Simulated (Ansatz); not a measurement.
**CH₃N₂ (doublet): from Hartree-Fock to the top rungs at distance N1–H4 along a hydrogen transfer = 1.344 Å, cc-pVDZ**

One table from this session's results is given with a row withheld; the runs are named, their logs left out.

Computed with Ansatz 0.2.0, Gaussian basis. Level: cc-pVDZ, core rule «outside noble gas», up to 3 orbitals frozen.

To be run: UHF; CCSD(T) on ROHF; CCSD(T) on UHF; BCCD(T) on ROHF; CISD; CCSDT(Q) on ROHF; CCSDT(Q) on UHF; CASSCF and MRCISD+Q, 3 electrons in 3 orbitals; CASSCF and NEVPT2, 3 electrons in 3 orbitals.

### What is computed

The geometry derives from fragments relaxed apart (PBE0/def2-TZVP) and kept rigid, so it is no stationary point. A hydrogen atom is moved between rigid fragments.

6 atoms, charge 0, spin multiplicity 2.

Atoms are counted from 1 here; the program's logs count them from 0.

Bond lengths: N1–H2 1.012 Å, N1–H3 1.012 Å, H4–C6 1.090 Å, N5–C6 1.160 Å. Angles: H2–N1–H3 107.1°, H4–C6–N5 180.0°.

As a file:

```xyz
6
CH3N2
N    -1.86608   -0.01324   -0.02061
H    -2.16336    0.95459   -0.02061
H    -2.16336   -0.41554    0.85965
H    -0.52208   -0.01324   -0.02061
N     1.72801   -0.01324   -0.02061
C     0.56792   -0.01324   -0.02061
```

The first run:

Input file in.yaml:

```yaml
crystal:
  periodic: [false, false, false]
  atoms:
    - {symbol: N, position_ang: [-1.866076, -0.013242, -0.020610]}
    - {symbol: H, position_ang: [-2.163356, 0.954591, -0.020610]}
    - {symbol: H, position_ang: [-2.163355, -0.415541, 0.859649]}
    - {symbol: H, position_ang: [-0.522076, -0.013242, -0.020611]}
    - {symbol: N, position_ang: [1.728008, -0.013241, -0.020611]}
    - {symbol: C, position_ang: [0.567924, -0.013241, -0.020611]}
basis:
  gaussian: {orbitals: cc-pVDZ}
magnetization: {spin_polarized: true, initial_magnetization: 1}
hamiltonian: {xc: hf}
output: {orbitals: {seedname: orbitals}}
```

Started as:

```bash
> ansatz run in.yaml --threads 1 --pin off --events-out ev --progress --plain --max-ram 4096MiB --backend cpu
```

Among the steps run: UHF; CCSD(T) on ROHF; CCSD(T) on UHF; BCCD(T) on ROHF; CISD; CCSDT(Q) on ROHF; CCSDT(Q) on UHF; CASSCF and MRCISD+Q, 3 electrons in 3 orbitals; CASSCF and NEVPT2, 3 electrons in 3 orbitals.

One table of the session follows, with a row left open; its other results are not shown here.

It belongs to the step «Misses and costs». 

| method | from UCCSDT(Q) (meV) |
| --- | --- |
| ROHF | +13330.6 |
| UHF | +13184.1 |
| RMP2 | +1219.2 |
| UMP2 | +1289.3 |
| CISD | +1987.3 |
| RCCSD | +513.0 |
| UCCSD | ? |
| RCCSD(T) | +66.3 |
| UCCSD(T) | +68.4 |
| BCCD(T) | +65.8 |
| RCCSDT | +49.8 |
| UCCSDT | +49.1 |
| RCCSDT(Q) | +1.4 |
| UCCSDT(Q) | 0 |
| CASSCF pair | +12571.0 |
| NEVPT2 pair | +1251.9 |
| MRCISD pair | +1774.2 |
| MRCISD+Q pair | +368.5 |

Estimate the missing values for UCCSD.

The run gave: from UCCSDT(Q) (meV): +509.9. In the column «from UCCSDT(Q) (meV)» it lies between MRCISD+Q pair (+368.5) and RCCSD (+513.0).

Caveats from the session: Restricted and unrestricted rows rest on different reference determinants; where their highest levels disagree by more than a few hundredths of an eV, they describe different states and don't form one ladder.
